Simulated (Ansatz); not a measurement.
CH₄Al, SMILES [CH3][AlH], a polarisability from point charges

With Ansatz 0.2.0 through its Python package.

The cells in order, each with its output:

In [1]:
```python
import ansatz as az
import numpy as np
```

In [2]:
```python
BASIS_SET = "def2-SVPD"
FUNCTIONAL = "PBE"
```

In [3]:
```python
GEOMETRY = """
C    -0.14210   -0.40700   -0.50880
Al    0.96180    0.74120    0.66460
H    -1.21810   -0.49250   -0.06160
H     0.35450   -1.34390   -0.67850
H    -0.30850    0.13960   -1.51670
H     0.39450    1.29860    2.05480
"""
```

In [4]:
```python
molecule = az.Crystal.molecule()
for line in GEOMETRY.strip().splitlines():
    symbol, *xyz = line.split()
    molecule = molecule.atom(symbol, [float(v) for v in xyz])
```

In [5]:
```python
calc = molecule.calculation()
calc = calc.basis(gaussian=BASIS_SET).functional(FUNCTIONAL)
calc = calc.spin("collinear", total=1).forces()
# charges +q and -q at -R and +R make a nearly even field 2 k q / R^2 at the centre
centre = np.mean([site.position_ang for site in molecule.cartesian_sites], axis=0)
field = 2 * 14.399645 * 3.0 / 25.0 ** 2
```

In [6]:
```python
def dipole(axis, sign):
    arm = 25.0 * np.eye(3)[axis]
    pair = [{"charge": sign * 3.0, "position_ang": (centre - arm).tolist()}, {"charge": -sign * 3.0, "position_ang": (centre + arm).tolist()}]
    deck = calc.input().set(az.key.basis.gaussian.point_charges, pair)
    return np.array(az.Session.from_dict(deck).plan().execute().report["charge_distribution"]["dipole_moment_e_ang"])
```

In [7]:
```python
print(f"field {field:.4f} V/A")
alpha = np.array([(dipole(axis, 1) - dipole(axis, -1)) / (2 * field) * 14.399645 for axis in range(3)])
print("polarisability tensor (A^3)")
print(np.array2string(alpha, precision=3, suppress_small=True))
print(f"mean {np.trace(alpha) / 3:.3f} A^3 = {np.trace(alpha) / 3 / 0.14818471:.2f} bohr^3")
```
```text
field 0.1382 V/A
polarisability tensor (A^3)
[[8.431 0.395 0.588]
 [0.405 8.494 0.577]
 [0.571 0.596 8.837]]
mean 8.587 A^3 = 57.95 bohr^3
```

The geometry is a force-field or estimated start, not a minimum of this method, and the basis set is short of its limit. The field of two point charges is only nearly even. The species is open-shell (spin multiplicity 2). It ran for 14 s on 1 thread of Arm Neoverse V2, on a shared host, peak memory 0.18 GiB.

(Lines on the test bed's own set-up are left out of the output.)
